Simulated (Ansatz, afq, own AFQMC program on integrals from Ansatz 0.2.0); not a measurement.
## H3O⁻, triplet in 6-31++G**, levels against CCSDT(Q)

```xyz
4

O     0.0553   -0.0005   -0.0036
H    -0.2759    0.9362   -0.0036
H    -0.3144   -0.4813    0.9486
H    -0.2878   -0.4467   -0.8874
```

Basis 6-31++G**. Noble-gas cores (and the filled d shells of Ga–Kr and In–Xe) are frozen. AFQMC by an in-house program on the Cholesky factors that Ansatz 0.2.0 writes for its CCSD(T) run. The CISD trial takes its coefficients from CCSD amplitudes. Released means that phaseless walkers are propagated on without the constraint, phases kept. ± is one standard error of the sampling.

Determinant: UHF, the one that the program's search chose, which needn't be the lowest solution. The geometry is a point of a scan.

No full CI on the walks' own integrals is used here; CCSDT(Q) serves as the reference and is uncertain by about the last step of the cluster series.

Cautions: lower spins were not checked.

```
T1 diagnostic                               : 0.0189
weight of the determinant in the CISD state : 0.924
⟨S²⟩ of the determinant                     : 2.001
size of the correlated space                : 10 electrons in 36 orbitals
```

| level | correlation energy (eV) |
| --- | --- |
| MP2 | -6.0347 |
| CCSD | -6.2851 |
| CCSD(T) | -6.4203 |

Estimate where AFQMC with the constraint released lies against CCSD(T) on the same integrals.

1.9 ± 1.3 kJ/mol below CCSD(T). The gap is under twice the noise, so this walk alone can't tell the two apart.

Reference: CCSDT(Q), correlation energy -6.447 eV. The released energy is read at 2.40 1/Eh (meV from the phaseless value at times in 1/Eh: 33 ± 11 at 0.24, 33 ± 9 at 0.51, 18 ± 9 at 0.99, 37 ± 11 at 1.62, 32 ± 14 at 2.40).

| level | E − E(reference) (kJ/mol) | share of correlation (%) |
| --- | --- | --- |
| CCSD(T) | 2.5 | 99.59 |
| CCSDT | 1.8 | 99.71 |
| ph-AFQMC/CISD | -2.5 ± 1.3 | 100.40 |
| released AFQMC | 0.6 ± 1.3 | 99.90 |

Released energies are given only where the last usable release times agree within the noise; a slower fall can still hide under it.
